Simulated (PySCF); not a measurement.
## Static response to an electric field

Species: BH2F.
Cartesian coordinates in Å at the PBE0-D3(BJ)/def2-TZVP level; atoms count from 1:
```
atom  x, y, z in Å
B1    -0.055   -0.073   -0.041
F2     1.250   -0.240   -0.091
H3    -0.515    0.892   -0.580
H4    -0.702   -0.896    0.541
```

Level: CAM-B3LYP/aug-cc-pVTZ (PySCF), static field, nuclei fixed, core orbitals frozen in the response. The polarisability tensor in these axes (au):

```
x   18.16 -0.18 -0.33
y   -0.18 17.31 -1.75
z   -0.33 -1.75 15.54
```

**Question.** Give the principal values, the mean and the anisotropy Δα = √{½[(α1 − α2)² + (α2 − α3)² + (α1 − α3)²]}.

**Answer.** Principal values 14.43, 18.19 and 18.38 au; mean 17.00 au = 2.52 Å³ = 2.80 × 10⁻⁴⁰ C²·m²/J; Δα = 3.86 au (23 % of the mean).

**Question.** What is the dipole moment, and where does it point?

**Answer.** (-0.80, 0.10, 0.03) D, 0.80 D in size, pointing from the negative to the positive side. Measured along this direction, the outermost atoms are F2 at the negative end and H4 and H3 at the positive end.

**Question.** Orientational against electronic polarisability at 500 K (dilute gas, rigid molecules)?

**Answer.** In Gaussian units μ²/3kT = 3.11 Å³ against 2.52 Å³, a ratio of 1.24; the Debye molar polarisation (4π/3)N_A(α + μ²/3kT) is 14.2 cm³/mol, leaving out the vibrational part.

**Question.** Refractivity n − 1 of an ideal gas of it at 350 K and 1 atm, from the electronic α?

**Answer.** N = p/kT = 2.0968 × 10¹⁹ cm⁻³, so n − 1 = 2π × N × 2.52 × 10⁻²⁴ cm³ = 332 × 10⁻⁶ at long wavelengths.

**Question.** Form Σ f/ω² (atomic units) for the 10 lowest TDDFT singlets, given as eV and f, and set it beside the mean polarisability, which is this sum over all singlets: 6.05, 0.0000; 8.63, 0.0427; 9.00, 0.0310; 9.48, 0.0154; 9.72, 0.0000; 9.90, 0.0904; 10.38, 0.0000; 10.56, 0.0194; 10.65, 0.0622; 10.88, 0.1400.

**Answer.** They add up to 2.93 au, 17.2 % of the 17.00 au; the largest single term is 0.88 au, from the state at 10.88 eV. Terms in order: 0.00, 0.42, 0.28, 0.13, 0.00, 0.68, 0.00, 0.13, 0.41, 0.88 au. Higher excitations give the rest. The strengths listed sum to 0.401.

Geometry: PBE0-D3(BJ)/def2-TZVP; no solvent, vibrations or thermal averaging.
